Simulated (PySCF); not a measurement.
Predicted microwave data (PBE0-D3(BJ)/def2-SVP geometry optimisation, gas phase (PySCF)) for one isomer of H3SSi (doublet):

| Quantity | Value |
| --- | --- |
| Rotational constants | A = 84700, B = 6437, C = 6437 MHz |
| Dipole components | \|μa\| = 1.11 D, \|μb\| = 0.01 D, \|μc\| = 0.03 D |
| Inertial defect | -5.96 u·Å² |
| κ | -1.00 |

Question: Which candidate fits, each taken in the one conformer that was computed?
A. `[SiH2:1][SH:2]` (doublet state) with H–Si1–S2–H 175° and 55°
B. `[SiH3][S]` [radical]

Answer: B. It is [SiH3][S]. The candidates at the same level (rigid rotor, commonest isotopes):

| SMILES | A (MHz) | B (MHz) | C (MHz) | μa (D) | μb (D) | μc (D) | Δ (u·Å²) | point group | rotor |
| --- | --- | --- | --- | --- | --- | --- | --- | --- | --- |
| [SiH2]S | 88487 | 6623 | 6326 | 0.42 | 0.97 | 0.18 | -2.14 | C1 | near-prolate asymmetric top |
| [SiH3][S] | 84700 | 6437 | 6437 | 1.11 | 0.01 | 0.03 | -5.96 | near C3v | – |

`[SiH2]S` has A 4 % too high. No structure here is proved a minimum.
